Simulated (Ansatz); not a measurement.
Program: Ansatz 0.2.0.

A structure relaxed at PBE0-D4/def2-TZVP, charge 0, multiplicity 1:

| atom | x (Å) | y (Å) | z (Å) |
| --- | --- | --- | --- |
| C1 | 0.885 | -1.543 | -1.219 |
| C2 | 0.165 | -0.205 | -1.171 |
| C3 | -0.188 | 0.332 | 0.224 |
| C4 | 1.074 | 0.547 | 1.056 |
| C5 | -1.122 | -0.631 | 0.953 |
| C6 | -0.899 | 1.671 | 0.047 |
| H7 | 0.290 | -2.342 | -0.770 |
| H8 | 1.087 | -1.831 | -2.253 |
| H9 | 1.844 | -1.508 | -0.698 |
| H10 | 0.778 | 0.549 | -1.679 |
| H11 | -0.764 | -0.278 | -1.750 |
| H12 | 1.593 | -0.393 | 1.255 |
| H13 | 1.772 | 1.216 | 0.545 |
| H14 | 0.826 | 0.996 | 2.021 |
| H15 | -0.640 | -1.591 | 1.152 |
| H16 | -2.026 | -0.822 | 0.367 |
| H17 | -1.430 | -0.213 | 1.916 |
| H18 | -1.814 | 1.556 | -0.541 |
| H19 | -1.174 | 2.100 | 1.014 |
| H20 | -0.257 | 2.391 | -0.469 |

Question: Give its formula and SMILES.

Answer: C6H14, `CCC(C)(C)C`.

Question: Point group (tolerance 0.08 Å, 0.16 Å for H)?

Answer: Cs.

Question: Summarise the bond lengths by kind.

Answer: 5 × C–C 1.520 to 1.536 Å; 14 × C–H 1.092 to 1.097 Å.
